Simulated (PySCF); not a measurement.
# The first ionisation energy along the second row

Calculated with PySCF 2.14 from differences of total energies of unrestricted determinants, without spin-orbit coupling. Values in eV. The last column holds reference values (NIST; (s) semi-empirical, (t) theoretical, else measured). Unmarked ones compare directly (S terms, centres of terms, or small fine structure); those marked * lie between the lowest fine-structure levels and include a spin-orbit shift.

```json
{"element": "Li (x2c-QZVPPall with one added diffuse shell each of s, p type, spin-free X2C)", "configurations": "[He] 2s1 → 1s2", "LDA": "5.474", "PBE": "5.586", "r2SCAN": "5.391", "MP2 (valence and next inner shell)": "5.369", "SCS-MP2 (valence and next inner shell)": "5.364", "CCSD(T) (valence and next inner shell)": "5.376", "reference": "5.392"}
{"element": "Be (x2c-QZVPPall with one added diffuse shell each of s, p type, spin-free X2C)", "configurations": "[He] 2s2 → [He] 2s1", "LDA": "9.027", "PBE": "8.998", "r2SCAN": "8.795", "MP2 (valence and next inner shell)": "8.841", "SCS-MP2 (valence and next inner shell)": "8.991", "CCSD(T) (valence and next inner shell)": "9.297", "reference": "9.323"}
{"element": "B (x2c-QZVPPall with one added diffuse shell each of s, p, d, f type, spin-free X2C)", "configurations": "[He] 2s2 2p1 → [He] 2s2", "LDA": "8.643", "PBE": "8.670", "r2SCAN": "8.764", "MP2 (valence and next inner shell)": "8.308", "SCS-MP2 (valence and next inner shell)": "8.272", "CCSD(T) (valence and next inner shell)": "8.258", "reference": "8.297"}
{"element": "C (x2c-QZVPPall with one added diffuse shell each of s, p, d, f type, spin-free X2C)", "configurations": "[He] 2s2 2p2 → [He] 2s2 2p1", "LDA": "11.688", "PBE": "11.535", "r2SCAN": "11.661", "MP2 (valence and next inner shell)": "11.297", "SCS-MP2 (valence and next inner shell)": "11.158", "CCSD(T) (valence and next inner shell)": "11.227", "reference": "11.262"}
{"element": "N (x2c-QZVPPall with one added diffuse shell each of s, p, d, f type, spin-free X2C)", "configurations": "[He] 2s2 2p3 → [He] 2s2 2p2", "LDA": "15.002", "PBE": "14.722", "r2SCAN": "14.796", "MP2 (valence and next inner shell)": "14.628", "SCS-MP2 (valence and next inner shell)": "14.358", "CCSD(T) (valence and next inner shell)": "14.512", "reference": "14.545"}
{"element": "F (x2c-QZVPPall with one added diffuse shell each of s, p, d, f type, spin-free X2C)", "configurations": "[He] 2s2 2p5 → [He] 2s2 2p4", "LDA": "17.943", "PBE": "17.637", "r2SCAN": "17.520", "MP2 (valence and next inner shell)": "17.372", "SCS-MP2 (valence and next inner shell)": "17.369", "CCSD(T) (valence and next inner shell)": "17.324", "reference": "17.427"}
{"element": "Ne (x2c-QZVPPall with one added diffuse shell each of s, p, d, f type, spin-free X2C)", "configurations": "[Ne] → [He] 2s2 2p5", "LDA": "22.164", "PBE": "21.633", "r2SCAN": "21.459", "MP2 (valence and next inner shell)": "21.699", "SCS-MP2 (valence and next inner shell)": "21.554", "CCSD(T) (valence and next inner shell)": "21.495", "reference": "21.597"}
```

Problem. Fill in the row of O (x2c-QZVPPall with one added diffuse shell each of s, p, d, f type, spin-free X2C) ([He] 2s2 2p4 → [He] 2s2 2p3).

Solution. LDA 13.990; PBE 14.047; r2SCAN 13.698; MP2 (valence and next inner shell) 13.420; SCS-MP2 (valence and next inner shell) 13.537; CCSD(T) (valence and next inner shell) 13.502; reference 13.608 (eV).

"Valence" correlates the outer s and p shells and, in groups 3 to 12 and the f block, the outer d or f shell, open or full, or the next shell where the ion has no valence electron left; the wider scheme adds the next inner shell.
